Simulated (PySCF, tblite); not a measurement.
# ethylketene (C4H6O): geometry, infrared bands, NMR shifts, spin-spin couplings, electronic excitations and core binding energies

Aim: predict the infrared bands, NMR shifts, spin-spin couplings, electronic excitations and core binding energies of ethylketene (C4H6O) (`CCC=C=O`).

Computed with tblite 0.8.0 and PySCF 2.14.0, with density-fitted response routines of our own, on a single molecule in the gas phase. Atoms count from 0, in the outputs and in this text.

## Step 1: The starting structure

11 atoms, charge 0, multiplicity 1; geometry from: GFN2-xTB.

Bonds of the start (Å): C0–C1 1.53, C1–C2 1.51, C2–C3 1.29, C3–O4 1.17, C0–H5 1.09, C0–H6 1.09, C0–H7 1.09, C1–H8 1.09, C1–H9 1.09, C2–H10 1.08.

## Step 2: Infrared spectrum with GFN2-xTB

Job settings and geometry (Å):

```
{"job": {"kind": "ir", "xc": "GFN2-xTB", "basis": "xTB"}, "charge": 0, "multiplicity": 1}
C     -1.376019    -0.087712     0.383149
C     -0.183547    -0.406708    -0.515858
C      0.952934     0.558588    -0.279042
C      2.077997     0.225941     0.260741
O      3.098357    -0.086075     0.730486
H     -1.732218     0.923640     0.200172
H     -1.095844    -0.169477     1.430784
H     -2.190145    -0.781705     0.187052
H     -0.489841    -0.340687    -1.563160
H      0.159517    -1.424772    -0.326098
H      0.784233     1.591637    -0.534189
```

**Question.** This job is followed by: PBE0-D3(BJ)/def2-SVP geometry optimisation, gas phase; GIAO PBE0/pcSseg-1 NMR shielding, non-relativistic, gas phase; B3LYP/pcJ-1 indirect spin-spin coupling, non-relativistic, gas phase; TDDFT wB97X-D/def2-SVPD, vertical, gas phase, core orbitals frozen in the response; GIAO B97-2/pcSseg-2 NMR shielding, non-relativistic, gas phase; delta-SCF UKS SCAN, pcX-2 on the ionised atom, pcseg-1 elsewhere, spin-free X2C. What will the session give for the following? strongest single infrared mode (GFN2-xTB); zero-point energy (GFN2-xTB); point group; rotational constants (main isotopes); ¹³C shifts against TMS (PBE0/pcSseg-1); ¹H shifts against TMS (PBE0/pcSseg-1, means over atoms taken as alike); ¹⁷O shifts against H2O (PBE0/pcSseg-1); largest coupling of the table (B3LYP/pcJ-1); lowest singlet (wB97X-D/def2-SVPD); brightest single state of those computed; lowest triplet; vertical ionisation energy (ΔSCF); C1s binding energies, SCAN/pcX-2 (standing for 3 of 4 atoms); O1s binding energies, SCAN/pcX-2; range of the shift of O4.

As calculated:

| quantity | value |
| --- | --- |
| strongest single infrared mode (GFN2-xTB) | 2287 cm⁻¹, 1076 km/mol |
| zero-point energy (GFN2-xTB) | 55.4 kcal/mol |
| point group | C1 |
| rotational constants (main isotopes) | 18.53, 2.35, 2.30 GHz |
| ¹³C shifts against TMS (PBE0/pcSseg-1) | 204.5, 20.4, 18.7, 18.1 ppm |
| ¹H shifts against TMS (PBE0/pcSseg-1, means over atoms taken as alike) | 2.70, 1.97, 1.11 ppm |
| ¹⁷O shifts against H2O (PBE0/pcSseg-1) | 389.2 ppm |
| largest coupling of the table (B3LYP/pcJ-1) | ¹J(C,H) C2–H10, 179.3 Hz |
| lowest singlet (wB97X-D/def2-SVPD) | 3.61 eV (343 nm), f = 0.000 |
| brightest single state of those computed | state 8, 8.92 eV, f = 0.138 |
| lowest triplet | 3.29 eV |
| vertical ionisation energy (ΔSCF) | 8.97 eV |
| C1s binding energies, SCAN/pcX-2 (standing for 3 of 4 atoms) | C1 291.32, C2 290.76, C0 290.75 eV |
| O1s binding energies, SCAN/pcX-2 | O4 539.52 eV |
| range of the shift of O4 | 364.8 to 389.2 ppm |

**Reading.** All 27 modes are real, so the xTB geometry is a minimum. The strongest single mode, at 2287 cm⁻¹, moves mainly C3. Unscaled tight-binding wavenumbers are off by several per cent, some by more. Its intensities can rank the bands wrongly. The optimisation took 3 steps and gained 0.053 eV; among the close pairs (by a distance rule), C2–C3 changed most, from 1.291 to 1.317 Å. No frequency check was run at this level, so the end point may be a saddle. At PBE0/pcSseg-1: The largest span, 369 ppm, is at O4, where the paramagnetic term is -456 ppm. Of the pairs tabulated at B3LYP/pcJ-1, C2–H10 couples most strongly (179.3 Hz; Fermi contact 177.1 Hz). Couplings across rotatable bonds belong to this one conformer; where others are populated, the observed values are averages. The lowest singlet, at 3.61 eV, is HOMO→LUMO 0.97 and is dark; of the 10 states computed, the strongest absorption comes from state 8 at 8.92 eV. The lowest triplet lies 0.32 eV below the lowest singlet (triplets in Tamm-Dancoff, singlets in full TDDFT). At wB97X-D/def2-SVPD, the highest states lie near or above the ionisation energy, where they hang on the basis. ΔSCF puts the ionisation energy at 8.97 eV, 0.47 eV above −ε(HOMO). The C1s levels kept as sound span 0.57 eV, from C0 (methyl carbon) up to C1 (allylic sp3 CH2). Only 3 of the 4 C atoms are covered by sound results. In ppm, O4 moves most: its shift spreads over 24.4 ppm, from 364.8 (B97-2/pcSseg-2) to 389.2 (PBE0/pcSseg-1). Part of that comes from the computed reference.
